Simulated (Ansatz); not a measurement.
# HOF (hypofluorous acid) at B2PLYP/aug-cc-pVTZ

Aim: the vertical singlet–triplet gap of HOF (hypofluorous acid) at B2PLYP/aug-cc-pVTZ, from 2 runs. 

The results are computed with Ansatz 0.2.0.

48 further runs of the same task are left out: 48 set aside as unsound or not needed.

**1. The structure to begin with**

HOF: 3 atoms, total charge 0, spin state singlet. As SMILES, `OF`. The coordinates come from a PBE0-D4/def2-TZVP relaxation.

Bond lengths: O1–F2 1.406 Å, O1–H3 0.969 Å. Angles: F2–O1–H3 99.1°.

**2. The energy at B2PLYP/aug-cc-pVTZ**

Input file run.yaml:

```yaml
crystal:
  periodic: [false, false, false]
  atoms:
    - symbol: O
      position_ang: [0.430590, -0.210340, 0.216330]
    - symbol: F
      position_ang: [-0.221910, 1.014620, -0.010980]
    - symbol: H
      position_ang: [-0.208690, -0.804280, -0.205350]
basis:
  gaussian:
    orbitals: aug-cc-pVTZ
accuracy: high
output: {orbitals: {seedname: orbitals}}
hamiltonian:
  xc: {name: B2PLYP}
correlation:
  frozen_orbitals: {F: 1, H: 0, O: 1}
```

Launch:

```console
$ ansatz run run.yaml --threads 1 --pin off --max-ram 3480MiB --events-out events.jsonl --progress --plain --runs-dir runs
```

What it wrote:

```text
Warning: RAYON_NUM_THREADS=1 ignored (pool sized by the plan → 1); use --threads N
Functional definition: B2PLYP
  name "B2PLYP"
  parameter a = 0.53
  parameter c = 0.27
  exchange = (1 - a)*b88_x + a*exact_x
  correlation = (1 - c)*lyp_c + c*(mp2_os + mp2_ss)
1764 factors; integrals over basis functions are off by at most 3.3e-9 eV
mean field evaluation 1: about -4770.7314 eV, gradient 2.2e1 eV
mean field evaluation 2: about -4770.7316 eV, gradient 2.2e1 eV
mean field evaluation 4: about -4771.3794 eV, gradient 5.1e0 eV
mean field evaluation 8: about -4771.4144 eV, gradient 2.3e-2 eV
mean field evaluation 16: about -4771.4144 eV, gradient 3.8e-6 eV
mean field -4771.41438484 eV, -175.3462444620 hartree, gradient 5.1e-8 eV, S^2 0.000000; 0 other end points of the search recorded, 0 dependent functions left out
2 core orbitals not correlated: weight in the atoms' cores, before any rotation towards them, 1.000 or more for the frozen orbitals, at most 0.000 for the correlated occupied ones
reference -4771.41440470 eV, -175.3462451919 hartree; 7, 7 occupied and 106, 106 virtual orbitals, 1764 factors
second order -16.86686629 eV of doubles, -0.00000000 eV of singles
Total energy: -4775.96845860 eV, -175.5136035858 hartree
```

Wall time 5.1 s (1 thread of Arm Neoverse V2, shared host); peak memory 0.26 GiB.

**3. The triplet at the same level**

Input file molecule.yaml:

```yaml
crystal:
  periodic: [false, false, false]
  atoms:
    - {symbol: O, position_ang: [0.430590, -0.210340, 0.216330]}
    - {symbol: F, position_ang: [-0.221910, 1.014620, -0.010980]}
    - {symbol: H, position_ang: [-0.208690, -0.804280, -0.205350]}
basis:
  gaussian:
    orbitals: aug-cc-pVTZ
magnetization:
  spin_polarized: true
  initial_magnetization: 2
hamiltonian:
  xc: {name: B2PLYP}
correlation:
  frozen_orbitals: {F: 1, H: 0, O: 1}
accuracy: high
output:
  orbitals: {seedname: orbitals}
```

Launch:

```console
$ ansatz run molecule.yaml --threads 1 --pin off --max-ram 3480MiB --events-out events.jsonl --progress --plain --runs-dir runs
```

What it wrote, cut to the lines that bear on the results:

```text
Warning: RAYON_NUM_THREADS=1 ignored (pool sized by the plan → 1); use --threads N
Functional definition: B2PLYP
  name "B2PLYP"
[...]
1764 factors; integrals over basis functions are off by at most 3.3e-9 eV
[...]
mean field -4767.79350977 eV, -175.2131797574 hartree, gradient 2.3e-8 eV, S^2 2.017704; 0 other end points of the search recorded, 0 dependent functions left out
2 core orbitals not correlated: weight in the atoms' cores, before any rotation towards them, 1.000 or more for the frozen orbitals, at most 0.000 for the correlated occupied ones
reference -4767.79352940 eV, -175.2131804788 hartree; 8, 6 occupied and 105, 107 virtual orbitals, 1764 factors
second order -15.90520987 eV of doubles, -0.00000000 eV of singles
Total energy: -4772.08793606 eV, -175.3709970130 hartree
```

It took 7.8 s on 1 thread of Arm Neoverse V2, shared host; peak memory 0.32 GiB.

**4. Outcome**

At B2PLYP/aug-cc-pVTZ, 2 core orbitals frozen:

```
                                                         quantity          value
                                            singlet: total energy  -175.51360 Eh
                       singlet: HOMO energy (SCF part's orbitals)      -11.38 eV
                       singlet: LUMO energy (SCF part's orbitals)        0.03 eV
                     singlet: HOMO–LUMO gap (SCF part's orbitals)       11.40 eV
                                            triplet: total energy  -175.37100 Eh
triplet: HOMO energy (SCF part's orbitals) (highest over α and β)       -7.71 eV
 triplet: LUMO energy (SCF part's orbitals) (lowest over α and β)       -2.58 eV
                                                    triplet: ⟨S²⟩          2.018
                 vertical energy of the triplet above the singlet       3.881 eV
```

What this shows: At this shape the triplet lies 3.88 eV (89 kcal/mol) above the singlet.
